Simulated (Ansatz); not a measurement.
**C₅H₁₀O₂: small, medium and large basis sets**

One table from this session's results is given with a row withheld; the runs are named, their logs left out.

Method: one geometry, several basis sets; program: Ansatz 0.2.0, Gaussian basis.

The runs, in order: PBE0-D4/def2-SVP; ωB97M-V/def2-SVP; PBE0-D4/def2-QZVPP; ωB97M-V/def2-QZVPP; the functionals' def2-TZVPP values are taken from earlier runs.

2 further runs of the same task are left out: 2 set aside as unsound or not needed.

### The relaxed structure

All runs share one geometry, relaxed beforehand with PBE0-D4 in a triple-zeta def2 set.

17 atoms, charge 0, spin multiplicity 1.

Atoms are counted from 1 here; the program's logs count them from 0.

Bond lengths: C1–C2 1.520 Å, C1–H8 1.090 Å, C1–H9 1.091 Å, C1–H10 1.091 Å, C2–O3 1.405 Å, C2–O7 1.405 Å, C2–H11 1.092 Å, O3–C4 1.414 Å, C4–C5 1.516 Å, C4–H12 1.100 Å, C4–H13 1.091 Å, C5–C6 1.516 Å, C5–H14 1.094 Å, C5–H15 1.094 Å, C6–O7 1.414 Å, C6–H16 1.091 Å, C6–H17 1.100 Å. Angles: C2–C1–H8 113.0°, C2–C1–H9 109.3°, C2–C1–H10 109.3°, H8–C1–H9 108.1°, H8–C1–H10 108.1°, H9–C1–H10 108.9°, C1–C2–O3 112.6°, C1–C2–O7 112.6°, C1–C2–H11 109.3°, O3–C2–O7 112.2°, O3–C2–H11 104.7°, O7–C2–H11 104.7°, C2–O3–C4 113.8°, O3–C4–C5 110.4°, O3–C4–H12 110.8°, O3–C4–H13 105.9°, C5–C4–H12 110.3°, C5–C4–H13 111.8° and more.

The first run:

Input file in.yaml:

```yaml
crystal:
  periodic: [false, false, false]
  atoms:
    - {symbol: C, position_ang: [1.331262, -0.308489, 1.419652]}
    - {symbol: C, position_ang: [0.685238, -1.055811, 0.265050]}
    - {symbol: O, position_ang: [0.993479, -0.491578, -0.984652]}
    - {symbol: C, position_ang: [0.333927, 0.732983, -1.236562]}
    - {symbol: C, position_ang: [-1.165512, 0.564821, -1.089888]}
    - {symbol: C, position_ang: [-1.450587, -0.047692, 0.267194]}
    - {symbol: O, position_ang: [-0.698011, -1.231555, 0.440729]}
    - {symbol: H, position_ang: [0.968992, 0.714960, 1.521167]}
    - {symbol: H, position_ang: [1.123906, -0.836441, 2.351719]}
    - {symbol: H, position_ang: [2.411047, -0.273246, 1.267010]}
    - {symbol: H, position_ang: [1.090082, -2.069157, 0.219402]}
    - {symbol: H, position_ang: [0.697684, 1.518696, -0.558423]}
    - {symbol: H, position_ang: [0.612806, 1.020497, -2.251503]}
    - {symbol: H, position_ang: [-1.672884, 1.528607, -1.191637]}
    - {symbol: H, position_ang: [-1.534594, -0.102093, -1.874109]}
    - {symbol: H, position_ang: [-2.496908, -0.339923, 0.368957]}
    - {symbol: H, position_ang: [-1.229925, 0.675430, 1.065905]}
basis:
  gaussian: {orbitals: def2-SVP}
hamiltonian: {xc: pbe0, dispersion: d4}
output: {orbitals: {seedname: orbitals}}
```

Command:

```
$ ansatz run in.yaml --threads 2 --pin off --events-out ev --progress --plain --max-ram 32768MiB --backend cpu
```

Among the steps run: PBE0-D4 in def2-SVP; ωB97M-V in def2-SVP; PBE0-D4 in def2-QZVPP; ωB97M-V in def2-QZVPP.

One of the session's tables, all rows but one given; the rest of the session is left out.

It belongs to the step «Functionals by basis». 

```
functional       basis  HOMO (eV)  LUMO (eV)
   PBE0-D4    def2-SVP          ?          ?
   PBE0-D4  def2-TZVPP      -7.47       1.19
   PBE0-D4  def2-QZVPP      -7.50       0.70
   ωB97M-V    def2-SVP      -9.76       3.38
   ωB97M-V  def2-TZVPP      -9.86       2.61
   ωB97M-V  def2-QZVPP      -9.89       1.83
```

Q: Estimate the row for PBE0-D4, def2-SVP from the others.

**Answer.** HOMO (eV): -7.37; LUMO (eV): 1.73. In the column «HOMO (eV)» it is the highest.
